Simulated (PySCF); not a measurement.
**Electronic absorption of SiH4**

SiH4.
SMILES: `[SiH4]`

Method used: TDDFT CAM-B3LYP/def2-SVPD, vertical, gas phase, core orbitals frozen in the response in PySCF 2.14.0, density-fitted response routines. Geometry: PBE0-D3(BJ)/def2-SVP; no solvent, vibrations or thermal averaging.

```csv
state,E (eV),E (hartree),f,symmetry,"main configurations (H = HOMO, L = LUMO)"
S1,9.27,0.3405,0.0001,–,H-2/H-1/H→L+1/L+2 (≥96%)
S2,9.27,0.3406,0.0006,–,"H-2/H-1/H→L+3 (≥49%), H-2/H-1/H→L+1/L+2 (≥48%)"
S3,9.27,0.3407,0.0008,–,"H-2/H-1/H→L+1/L+2 (≥48%), H-2/H-1/H→L+3 (≥47%)"
S4,9.27,0.3407,0.148,T2,H-2/H-1/H→L (97%)
S5,9.27,0.3408,0.148,T2,H-2/H-1/H→L (97%)
S6,9.28,0.3409,0.148,T2,H-2/H-1/H→L (98%)
S7,9.49,0.3488,0.0000,–,H-2/H-1/H→L+1/L+2 (≥82%)
S8,9.50,0.3490,0.0000,–,"H-2/H-1/H→L+3 (≥57%), H-2/H-1/H→L+1/L+2 (≥31%)"
S9,10.09,0.3708,0.0000,–,"H-2/H-1/H→L+1/L+2 (65%), H-2/H-1/H→L+3 (33%)"
```

Triplets (Tamm–Dancoff): T1 8.50 eV, H-2/H-1/H→L (≥38%), H-2/H-1/H→L+1/L+2 (≥12%); T2 8.50 eV, H-2/H-1/H→L (≥16%), H-2/H-1/H→L+3 (≥14%), H-2/H-1/H→L+1/L+2 (≥13%); T3 8.50 eV, H-2/H-1/H→L+1/L+2 (≥24%), H-2/H-1/H→L+3 (≥23%), H-2/H-1/H→L (≥21%).

The lowest singlet level (S1/S2/S3) comes at 134 nm (894 kJ/mol) in the vacuum ultraviolet; it is very weak. The most intense listed level is S4/S5/S6 at 9.27 eV (134 nm, f = 0.444 summed), 0.01 eV above S1. S1/S2/S3/S4/S5/S6 and S7/S8 lie within about 0.01 eV of each other in each set; the point group Td has degenerate representations, and within a degenerate level the listed configurations can mix freely. Löwdin shares by element: HOMO (one of a set within 0.03 eV) hydrogen 53% or more, silicon 44%; LUMO silicon 69%, hydrogen 23% or more. Weighted by f, the mean energy of these states is 9.27 eV. Orbital energies (eV): HOMO-3 -16.96, HOMO-2 -11.26, HOMO-1 -11.26, HOMO -11.25, LUMO 1.11, LUMO+1 2.04, LUMO+2 2.05. The oscillator strengths of these states sum to 0.446; summed over the whole spectrum of an exact calculation they would give the number of electrons, 18 (Thomas–Reiche–Kuhn). All these states lie below the vertical ionisation energy of 12.57 eV (ΔSCF). Symmetry labels in Td follow from the direction of the transition dipole and are given only for states with f of 0.002 or more. Orbitals of the list HOMO-3 to LUMO+2 that lie within 0.01 eV of each other are written together with a slash and their weights summed (≥ marks a lower bound); for degenerate orbitals outside that list single weights are arbitrary. The window holds the lowest 10 singlets. The highest level found (10.33 eV, f 0.317 so far) is left out, since the window may have cut off a degenerate partner.
